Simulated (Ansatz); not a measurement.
**CH3BF radical: one structure at several levels**

An exercise on one series of results from a longer session: the logs are not shown, and one member is left open.

The runs use Ansatz 0.2.0, Gaussian basis; single points in def2-TZVPP.

Correlated methods freeze the cores. Orbitals are unrestricted.

## Where the work starts

SMILES `[BH]CF`, 6 atoms, charge 0, spin multiplicity 2.

Atoms are counted from 1 here; the program's logs count them from 0.

Bond lengths: B1–C2 1.537 Å, B1–H4 1.185 Å, C2–F3 1.412 Å, C2–H5 1.015 Å, C2–H6 1.089 Å. Angles: C2–B1–H4 125.9°, B1–C2–F3 117.1°, B1–C2–H5 110.2°, B1–C2–H6 111.1°, F3–C2–H5 106.5°, F3–C2–H6 106.7°, H5–C2–H6 104.3°.

As a file:

```xyz
6
charge 0, multiplicity 2
B    -0.81530   -0.78230   -0.20860
C     0.35980    0.13620    0.16370
F     1.35300   -0.40220    1.01130
H    -1.71600   -0.50310   -0.92630
H     0.83680    0.45200   -0.67460
H     0.00790    1.05300    0.63530
```

Set-up of the first run:

Input file run/in.yaml:

```yaml
crystal:
  periodic: [false, false, false]
  atoms:
    - {symbol: B, position_ang: [-0.815300, -0.782300, -0.208600]}
    - {symbol: C, position_ang: [0.359800, 0.136200, 0.163700]}
    - {symbol: F, position_ang: [1.353000, -0.402200, 1.011300]}
    - {symbol: H, position_ang: [-1.716000, -0.503100, -0.926300]}
    - {symbol: H, position_ang: [0.836800, 0.452000, -0.674600]}
    - {symbol: H, position_ang: [0.007900, 1.053000, 0.635300]}
basis:
  gaussian: {orbitals: def2-TZVPP}
magnetization: {spin_polarized: true, initial_magnetization: 1}
correlation: {method: ccsd_t}
scf: {omitted_lower_state_checks: [cluster_reference]}
output: {forces: true}
```

No record of the launch command was kept for these runs.

Among the steps run: CCSD(T)/def2-TZVPP; PBE0-D4/def2-TZVPP; wB97M-V/def2-TZVPP; r2SCAN-D4/def2-TZVPP; PBE-D4/def2-TZVPP; BHLYP-D4/def2-TZVPP; HSE06-D4/def2-TZVPP.

One of the session's tables, all rows but one given; the rest of the session is left out.

```
   method  RMS force component (eV/Å)  angle to CCSD(T) forces (°)  dipole (D)
  CCSD(T)                       1.087                    reference        2.24
  PBE0-D4                           ?                            ?           ?
  wB97M-V                       1.091                          7.8        2.24
r2SCAN-D4                       1.117                         11.2        2.16
   PBE-D4                       1.198                         14.9        2.13
 BHLYP-D4                       1.052                          9.4        2.35
 HSE06-D4                       1.153                          8.3        2.23
```

Q: Estimate the row for PBE0-D4 from the others.

**Answer.** RMS force component (eV/Å): 1.151; angle to CCSD(T) forces (°): 8.2; dipole (D): 2.23. In the column «RMS force component (eV/Å)» it lies between r2SCAN-D4 (1.117) and HSE06-D4 (1.153).
